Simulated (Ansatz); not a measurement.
Geometry optimisation, RKS r2SCANh/def2-SVP (Ansatz 0.2.0).

The input (input.yaml):

```yaml
crystal:
  periodic: [false, false, false]
  atoms:
    - { symbol: Si, position_ang: [0.0, 0.0, 0.0] }
    - { symbol: F, position_ang: [0.0, 0.0, 1.59] }
    - { symbol: F, position_ang: [1.4994, 0.0, -0.5295] }
    - { symbol: H, position_ang: [-0.6877, 1.1914, -0.4862] }
    - { symbol: H, position_ang: [-0.6877, -1.1914, -0.4862] }
basis:
  gaussian: { orbitals: def2-SVP }
hamiltonian:
  xc: r2scanh
relax:
  f_tol: 0.02
  max_steps: 40
output:
  orbitals: {}
```

Command:

```bash
$ ansatz run input.yaml --threads 1 --pin off --max-ram 2048MiB --backend cpu --events-out ev --progress --plain --runs-dir out
```

Q: Where does it end, and by what steps?

A: The run converged. After 3 steps the energy has fallen by 0.037 eV; H4 moved furthest, 0.05 Å.

```tsv
step	energy less start (eV)	largest force component (eV/Å)	accepted
0	0.0000	0.714	yes
1	-0.0312	0.425	yes
2	-0.0363	0.074	yes
3	-0.0366	0.005	yes
```

```xyz
5
Properties=species:S:1:pos:R:3
Si -0.025 0.000 -0.017
F 0.001 0.000 1.592
F 1.501 0.000 -0.529
H -0.676 1.242 -0.478
H -0.676 -1.242 -0.478
```

Whether the end is a true minimum wasn't checked by a vibrational analysis.

The run took 10 s on 1 thread of Arm Neoverse V1 (shared host), peak memory 0.12 GiB.
